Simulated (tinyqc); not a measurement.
RKS/BP86 in the sto-6g basis, for LiH, spin multiplicity 1, step by step. Computed by tinyqc, a small Python program that keeps every step (integrals from PySCF). Settings: charge = 0, multiplicity = 1, basis = sto-6g, energy threshold = 1e-09, iteration cap = 51, orthogonalisation = canonical, start = core, DIIS depth = 0, method = RKS, functional = b88,p86, grid = [30, 86]. Command: `OMP_NUM_THREADS=1 python tinyqc.py 20495 20496 out.jsonl` (the two numbers bound the seeds that draw the settings). One thread of a shared host (Intel(R) Xeon(R) Processor @ 2.60GHz), about 1 s of CPU time with the checks. Later iterations appear only in the table of the cycle.

## One-electron integrals

Geometry (angstrom):
```
atom         x         y         z
Li    0.000000  0.000000  0.000000
H     0.000000  0.000000  2.221000
```

Basis sto-6g: exponents (1/bohr^2) and contraction coefficients of normalised primitives:
```
element  l (shell)    exponent  coefficient
Li           s (1)  167.175846     0.009164
Li           s (1)   30.651508     0.049361
Li           s (1)    8.575187     0.168538
Li           s (1)    2.945808     0.370563
Li           s (1)    1.143944     0.416492
Li           s (1)    0.471139     0.130334
Li           s (2)    6.597564    -0.013253
Li           s (2)    1.305830    -0.046992
Li           s (2)    0.405851    -0.033785
Li           s (2)    0.156146     0.250242
Li           s (2)    0.067814     0.595117
Li           s (2)    0.031084     0.240706
Li           p (3)    6.597564     0.003760
Li           p (3)    1.305830     0.037679
Li           p (3)    0.405851     0.173897
Li           p (3)    0.156146     0.418036
Li           p (3)    0.067814     0.425860
Li           p (3)    0.031084     0.101708
H            s (1)   35.523221     0.009164
H            s (1)    6.513144     0.049361
H            s (1)    1.822143     0.168538
H            s (1)    0.625955     0.370563
H            s (1)    0.243077     0.416492
H            s (1)    0.100112     0.130334
```

Overlap, kinetic and nuclear-attraction integrals over the contracted functions; the nuclear repulsion is the sum of Za Zb / Rab.

nuclear repulsion = 0.71478237 hartree

overlap S, lower triangle:
```
           1Li 1s    1Li 2s   1Li 2px   1Li 2py   1Li 2pz     2H 1s
1Li 1s   1.000000
1Li 2s   0.235742  1.000000
1Li 2px  0.000000  0.000000  1.000000
1Li 2py  0.000000  0.000000  0.000000  1.000000
1Li 2pz  0.000000  0.000000  0.000000  0.000000  1.000000
2H 1s    0.017501  0.253651  0.000000  0.000000  0.364501  1.000000
```

kinetic energy T (hartree), lower triangle:
```
            1Li 1s    1Li 2s   1Li 2px   1Li 2py   1Li 2pz     2H 1s
1Li 1s    3.616742
1Li 2s   -0.110723  0.106524
1Li 2px   0.000000  0.000000  0.320007
1Li 2py   0.000000  0.000000  0.000000  0.320007
1Li 2pz   0.000000  0.000000  0.000000  0.000000  0.320007
2H 1s    -0.007159  0.011651  0.000000  0.000000  0.047673  0.768522
```

nuclear attraction V (hartree), lower triangle:
```
            1Li 1s     1Li 2s    1Li 2px    1Li 2py    1Li 2pz      2H 1s
1Li 1s   -8.305405
1Li 2s   -0.884530  -1.429661
1Li 2px   0.000000   0.000000  -1.407911
1Li 2py   0.000000   0.000000   0.000000  -1.407911
1Li 2pz  -0.008835  -0.086715   0.000000   0.000000  -1.473014
2H 1s    -0.068096  -0.393398   0.000000   0.000000  -0.572399  -1.954209
```

core Hamiltonian H = T + V (hartree), lower triangle:
```
            1Li 1s     1Li 2s    1Li 2px    1Li 2py    1Li 2pz      2H 1s
1Li 1s   -4.688663
1Li 2s   -0.995253  -1.323138
1Li 2px   0.000000   0.000000  -1.087904
1Li 2py   0.000000   0.000000   0.000000  -1.087904
1Li 2pz  -0.008835  -0.086715   0.000000   0.000000  -1.153006
2H 1s    -0.075255  -0.381747   0.000000   0.000000  -0.524726  -1.185687
```

## Two-electron integrals

Functions are numbered as in S; the eight-fold symmetry (ij|kl) = (ji|kl) = (kl|ij) leaves the list below.

Two-electron integrals (ij|kl) in chemists' order, unique and non-zero (hartree):
```
(11|11) 1.681247   (21|11) 0.242603   (21|21) 0.044507   (22|11) 0.397190
(22|21) 0.090279   (22|22) 0.290625   (31|31) 0.009437   (32|31) 0.014261
(32|32) 0.064236   (33|11) 0.397190   (33|21) 0.090279   (33|22) 0.290625
(33|33) 0.313125   (41|41) 0.009437   (42|41) 0.014261   (42|42) 0.064236
(43|43) 0.016875   (44|11) 0.397190   (44|21) 0.090279   (44|22) 0.290625
(44|33) 0.279374   (44|44) 0.313125   (51|51) 0.009437   (52|51) 0.014261
(52|52) 0.064236   (53|53) 0.016875   (54|54) 0.016875   (55|11) 0.397190
(55|21) 0.090279   (55|22) 0.290625   (55|33) 0.279374   (55|44) 0.279374
(55|55) 0.313125   (61|11) 0.017507   (61|21) 0.003170   (61|22) 0.006593
(61|33) 0.006497   (61|44) 0.006497   (61|51) 0.000427   (61|52) 0.000904
(61|55) 0.006786   (61|61) 0.000251   (62|11) 0.075363   (62|21) 0.017537
(62|22) 0.064389   (62|33) 0.060683   (62|44) 0.060683   (62|51) 0.002808
(62|52) 0.020036   (62|55) 0.071801   (62|61) 0.001550   (62|62) 0.028755
(63|31) 0.001071   (63|32) 0.005783   (63|53) 0.002589   (63|63) 0.001456
(64|41) 0.001071   (64|42) 0.005783   (64|54) 0.002589   (64|64) 0.001456
(65|11) 0.102578   (65|21) 0.024021   (65|22) 0.090473   (65|33) 0.084278
(65|44) 0.084278   (65|51) 0.004374   (65|52) 0.031198   (65|55) 0.102862
(65|61) 0.002183   (65|62) 0.043570   (65|65) 0.066441   (66|11) 0.238195
(66|21) 0.056119   (66|22) 0.226224   (66|33) 0.207577   (66|44) 0.207577
(66|51) 0.008767   (66|52) 0.081052   (66|55) 0.263520   (66|61) 0.005077
(66|62) 0.134631   (66|65) 0.209531   (66|66) 0.774999
```

## Orthogonalisation

S = U s U^T; canonical form X = U s^(-1/2), so that X^T S X = 1. Each column of U has its largest component positive (the first on a tie).

eigenvalues of S: 0.537329  0.810775  1.000000  1.000000  1.177948  1.473947

X:
```
                 1          2         3          4          5         6
1Li 1s    0.297496   0.752139  0.000000   0.000000   0.599305  0.219010
1Li 2s   -0.651575  -0.584182  0.000000   0.000000   0.469289  0.399941
1Li 2px   0.000000   0.000000  0.999257  -0.038537   0.000000  0.000000
1Li 2py   0.000000   0.000000  0.038537   0.999257   0.000000  0.000000
1Li 2pz  -0.718500   0.507064  0.000000   0.000000  -0.466539  0.418180
2H 1s     0.912010  -0.263233  0.000000   0.000000  -0.227763  0.543744
```

Within a degenerate level the vectors are fixed only up to a rotation; this is one choice.

## Starting guess

The start is the orbitals of the core Hamiltonian; D = 2 C_occ C_occ^T.

D at the start, lower triangle:
```
            1Li 1s    1Li 2s   1Li 2px   1Li 2py   1Li 2pz     2H 1s
1Li 1s    2.058372
1Li 2s   -0.198655  0.592143
1Li 2px   0.000000  0.000000  0.000000
1Li 2py   0.000000  0.000000  0.000000  0.000000
1Li 2pz  -0.117309  0.533491  0.000000  0.000000  0.482558
2H 1s    -0.093472  0.484315  0.000000  0.000000  0.438480  0.398514
```

## Iteration 1: exchange-correlation on the grid

Becke grid with 30 radial and 86 angular points per atom, points of zero weight dropped. rho = sum D_ij phi_i phi_j; V_xc,ij = sum w v_xc phi_i phi_j plus the gradient terms; v_xc is d(rho eps)/d rho at fixed gradient.

The 16 grid points with the largest w rho, of 5145 (bohr, atomic units):
```
x                  y         z         w       rho  |grad rho|^2     eps_xc       v_xc
0.000000    0.000000  2.422958  0.324813  0.033177      0.000049  -0.283326  -0.368683
0.000000    0.000000  2.915464  0.257429  0.041652      0.001001  -0.306015  -0.392005
0.000000    1.091092  2.703599  0.448162  0.022158      0.000338  -0.254367  -0.321691
1.091092    0.000000  2.703599  0.448162  0.022158      0.000338  -0.254367  -0.321691
-1.091092   0.000000  2.703599  0.448162  0.022158      0.000338  -0.254367  -0.321691
0.000000   -1.091092  2.703599  0.448162  0.022158      0.000338  -0.254367  -0.321691
0.000000    0.906775  2.246883  0.367507  0.024357      0.000210  -0.259757  -0.333270
0.906775    0.000000  2.246883  0.367507  0.024357      0.000210  -0.259757  -0.333270
-0.906775   0.000000  2.246883  0.367507  0.024357      0.000210  -0.259757  -0.333270
0.000000   -0.906775  2.246883  0.367507  0.024357      0.000210  -0.259757  -0.333270
1.077564    1.077564  2.485486  0.522054  0.015154      0.000189  -0.228418  -0.285172
-1.077564   1.077564  2.485486  0.522054  0.015154      0.000189  -0.228418  -0.285172
1.077564   -1.077564  2.485486  0.522054  0.015154      0.000189  -0.228418  -0.285172
-1.077564  -1.077564  2.485486  0.522054  0.015154      0.000189  -0.228418  -0.285172
0.000000    0.000000  1.993197  0.224483  0.032134      6.79e-07  -0.280397  -0.365406
0.895532    0.895532  2.065616  0.362088  0.019254      0.000208  -0.243397  -0.308691
```

electrons on the grid, sum of w rho = 4.000030

E_xc = sum of w rho eps_xc = -2.20267315 hartree

V_xc (hartree), lower triangle:
```
            1Li 1s     1Li 2s    1Li 2px    1Li 2py    1Li 2pz      2H 1s
1Li 1s   -1.099799
1Li 2s   -0.121945  -0.165027
1Li 2px   0.000000   0.000000  -0.154178
1Li 2py   0.000000   0.000000   0.000000  -0.154178
1Li 2pz  -0.006785  -0.072890   0.000000   0.000000  -0.186734
2H 1s    -0.009842  -0.076177   0.000000   0.000000  -0.115259  -0.396887
```

## Iteration 1: building the Kohn-Sham matrix

J_ij = sum D_kl (ij|kl); F = H + J + V_xc; E = tr D H + tr D J / 2 + E_xc + E_nn.

Coulomb J (hartree), lower triangle:
```
           1Li 1s    1Li 2s   1Li 2px   1Li 2py   1Li 2pz     2H 1s
1Li 1s   4.045711
1Li 2s   0.638530  1.324662
1Li 2px  0.000000  0.000000  1.302799
1Li 2py  0.000000  0.000000  0.000000  1.302799
1Li 2pz  0.022972  0.144091  0.000000  0.000000  1.368392
2H 1s    0.048213  0.361077  0.000000  0.000000  0.520634  1.435597
```

Kohn-Sham matrix F (hartree), lower triangle:
```
            1Li 1s     1Li 2s   1Li 2px   1Li 2py    1Li 2pz      2H 1s
1Li 1s   -1.742751
1Li 2s   -0.478668  -0.163503
1Li 2px   0.000000   0.000000  0.060717
1Li 2py   0.000000   0.000000  0.000000  0.060717
1Li 2pz   0.007352  -0.015514  0.000000  0.000000   0.028652
2H 1s    -0.036885  -0.096846  0.000000  0.000000  -0.119351  -0.146977
```

total energy of this density = -7.94400224 hartree

## Iteration 1: diagonalisation and new density

Diagonalise F' = X^T F X, C = X C', fill 2 alpha and 2 beta electrons from the bottom; D = 2 C_occ C_occ^T. Each column has its largest component positive (the first on a tie).

F' = X^T F X (hartree), lower triangle:
```
           1          2         3         4          5          6
1   0.088290
2  -0.179015  -0.592393
3   0.000000   0.000000  0.060717
4   0.000000   0.000000  0.000000  0.060717
5  -0.146401  -0.755625  0.000000  0.000000  -0.924493
6  -0.145876  -0.292506  0.000000  0.000000  -0.394230  -0.341068
```

orbital energies (hartree): MO1 -1.745655, MO2 -0.177374, MO3 -0.002748, MO4 0.060717, MO5 0.060717, MO6 0.156112

coefficients C:
```
               MO1        MO2        MO3        MO4       MO5        MO6
1Li 1s    0.989113  -0.093501  -0.254620   0.000000  0.000000  -0.097107
1Li 2s    0.042960   0.277758   0.939502   0.000000  0.000000   0.429353
1Li 2px   0.000000   0.000000   0.000000   0.999995  0.003232   0.000000
1Li 2py   0.000000   0.000000   0.000000  -0.003232  0.999995   0.000000
1Li 2pz  -0.002381   0.234480  -0.388912   0.000000  0.000000   0.979617
2H 1s    -0.004607   0.791852  -0.242154   0.000000  0.000000  -0.750265
```

D after iteration 1, lower triangle:
```
            1Li 1s    1Li 2s   1Li 2px   1Li 2py   1Li 2pz     2H 1s
1Li 1s    1.974175
1Li 2s    0.033043  0.157990
1Li 2px   0.000000  0.000000  0.000000
1Li 2py   0.000000  0.000000  0.000000  0.000000
1Li 2pz  -0.048558  0.130053  0.000000  0.000000  0.109973
2H 1s    -0.157193  0.439490  0.000000  0.000000  0.371369  1.254102
```

Within a degenerate level the vectors are fixed only up to a rotation; this is one choice.

## Iteration 2: exchange-correlation on the grid

As before.

The 16 grid points with the largest w rho, of 5145 (bohr, atomic units):
```
x                  y         z         w       rho  |grad rho|^2     eps_xc       v_xc
0.000000    0.000000  2.915464  0.257429  0.052362      0.008208  -0.337783  -0.410026
-1.091092   0.000000  2.703599  0.448162  0.018727      0.000795  -0.250143  -0.298109
0.000000   -1.091092  2.703599  0.448162  0.018727      0.000795  -0.250143  -0.298109
1.091092    0.000000  2.703599  0.448162  0.018727      0.000795  -0.250143  -0.298109
0.000000    1.091092  2.703599  0.448162  0.018727      0.000795  -0.250143  -0.298109
0.000000    0.000000  2.422958  0.324813  0.025402      0.000931  -0.268551  -0.331893
1.301422    0.000000  3.224772  0.311441  0.023581      0.001918  -0.272090  -0.316015
-1.301422   0.000000  3.224772  0.311441  0.023581      0.001918  -0.272090  -0.316015
0.000000    1.301422  3.224772  0.311441  0.023581      0.001918  -0.272090  -0.316015
0.000000   -1.301422  3.224772  0.311441  0.023581      0.001918  -0.272090  -0.316015
0.000000   -0.906775  2.246883  0.367507  0.014540      0.000261  -0.227960  -0.279539
0.906775    0.000000  2.246883  0.367507  0.014540      0.000261  -0.227960  -0.279539
-0.906775   0.000000  2.246883  0.367507  0.014540      0.000261  -0.227960  -0.279539
0.000000    0.906775  2.246883  0.367507  0.014540      0.000261  -0.227960  -0.279539
-1.285286   1.285286  2.964613  0.581939  0.008591      0.000199  -0.204412  -0.230838
-1.285286  -1.285286  2.964613  0.581939  0.008591      0.000199  -0.204412  -0.230838
```

electrons on the grid, sum of w rho = 4.000069

E_xc = sum of w rho eps_xc = -2.33762031 hartree

V_xc (hartree), lower triangle:
```
            1Li 1s     1Li 2s    1Li 2px    1Li 2py    1Li 2pz      2H 1s
1Li 1s   -1.090746
1Li 2s   -0.119258  -0.137072
1Li 2px   0.000000   0.000000  -0.124604
1Li 2py   0.000000   0.000000   0.000000  -0.124604
1Li 2pz  -0.002975  -0.057444   0.000000   0.000000  -0.162025
2H 1s    -0.009307  -0.079848   0.000000   0.000000  -0.123891  -0.483909
```

## Iteration 2: building the Kohn-Sham matrix

As before.

Coulomb J (hartree), lower triangle:
```
           1Li 1s    1Li 2s   1Li 2px   1Li 2py   1Li 2pz     2H 1s
1Li 1s   3.877188
1Li 2s   0.608711  1.273394
1Li 2px  0.000000  0.000000  1.240945
1Li 2py  0.000000  0.000000  0.000000  1.240945
1Li 2pz  0.019370  0.157469  0.000000  0.000000  1.338299
2H 1s    0.046026  0.398935  0.000000  0.000000  0.587122  1.803194
```

Kohn-Sham matrix F (hartree), lower triangle:
```
            1Li 1s     1Li 2s   1Li 2px   1Li 2py    1Li 2pz     2H 1s
1Li 1s   -1.902220
1Li 2s   -0.505800  -0.186815
1Li 2px   0.000000   0.000000  0.028437
1Li 2py   0.000000   0.000000  0.000000  0.028437
1Li 2pz   0.007561   0.013310  0.000000  0.000000   0.023268
2H 1s    -0.038537  -0.062659  0.000000  0.000000  -0.061495  0.133598
```

total energy of this density = -7.93320126 hartree

## Iteration 2: diagonalisation and new density

As before.

F' = X^T F X (hartree), lower triangle:
```
           1          2         3         4          5          6
1   0.214938
2  -0.244119  -0.669856
3   0.000000   0.000000  0.028437
4   0.000000   0.000000  0.000000  0.028437
5  -0.218294  -0.787102  0.000000  0.000000  -0.996081
6  -0.025714  -0.365882  0.000000  0.000000  -0.477249  -0.224721
```

orbital energies (hartree): MO1 -1.904160, MO2 -0.062810, MO3 -0.001930, MO4 0.028437, MO5 0.028437, MO6 0.293180

coefficients C:
```
               MO1        MO2        MO3        MO4       MO5        MO6
1Li 1s    0.991585  -0.262908   0.034682   0.000000  0.000000   0.088230
1Li 2s    0.033738   0.971117  -0.142319   0.000000  0.000000  -0.426079
1Li 2px   0.000000   0.000000   0.000000   0.999989  0.004710   0.000000
1Li 2py   0.000000   0.000000   0.000000  -0.004710  0.999989   0.000000
1Li 2pz  -0.002974  -0.050375   0.839192   0.000000  0.000000  -0.677569
2H 1s    -0.003500   0.171025   0.320994   0.000000  0.000000   1.056545
```

D after iteration 2, lower triangle:
```
            1Li 1s     1Li 2s   1Li 2px   1Li 2py    1Li 2pz     2H 1s
1Li 1s    2.104723
1Li 2s   -0.443719   1.888412
1Li 2px   0.000000   0.000000  0.000000
1Li 2py   0.000000   0.000000  0.000000  0.000000
1Li 2pz   0.020590  -0.098041  0.000000  0.000000   0.005093
2H 1s    -0.096868   0.331935  0.000000  0.000000  -0.017210  0.058524
```

Within a degenerate level the vectors are fixed only up to a rotation; this is one choice.

## Convergence

Stop when the energy changes by less than 1e-09 hartree and every element of the error matrix X^T (F D S - S D F) X is below 9e-06.

Course of the cycle:
```
iteration  E (hartree)     change  largest element of the error matrix
1          -7.94400224          -                             1.70e-01
2          -7.93320126   1.08e-02                             2.37e-01
3          -7.68272935   2.50e-01                             2.13e-01
4          -7.78492238  -1.02e-01                             3.33e-01
5          -7.46337170   3.22e-01                             1.94e-01
6          -7.77856877  -3.15e-01                             3.25e-01
7          -7.46096504   3.18e-01                             1.93e-01
8          -7.77873049  -3.18e-01                             3.25e-01
9          -7.46108088   3.18e-01                             1.93e-01
10         -7.77873335  -3.18e-01                             3.25e-01
11         -7.46108169   3.18e-01                             1.93e-01
12         -7.77873325  -3.18e-01                             3.25e-01
13         -7.46108163   3.18e-01                             1.93e-01
14         -7.77873325  -3.18e-01                             3.25e-01
...                ...        ...                                  ...
38         -7.77873325  -3.18e-01                             3.25e-01
39         -7.46108163   3.18e-01                             1.93e-01
40         -7.77873325  -3.18e-01                             3.25e-01
41         -7.46108163   3.18e-01                             1.93e-01
42         -7.77873325  -3.18e-01                             3.25e-01
43         -7.46108163   3.18e-01                             1.93e-01
44         -7.77873325  -3.18e-01                             3.25e-01
45         -7.46108163   3.18e-01                             1.93e-01
46         -7.77873325  -3.18e-01                             3.25e-01
47         -7.46108163   3.18e-01                             1.93e-01
48         -7.77873325  -3.18e-01                             3.25e-01
49         -7.46108163   3.18e-01                             1.93e-01
50         -7.77873325  -3.18e-01                             3.25e-01
51         -7.46108163   3.18e-01                             1.93e-01
```

PySCF RKS in the same basis, fine grid = -7.99677340 hartree

Not converged within the cap of 51 iterations: the residual has stopped falling: the iteration swings between two states. Reruns (cap 100 unless said): DIIS 8: converged in 8; damping 0.5: converged in 28; level shift 0.5: converged in 39; atomic densities as start, DIIS 8: converged in 10; the original settings with a cap of 400: not converged.
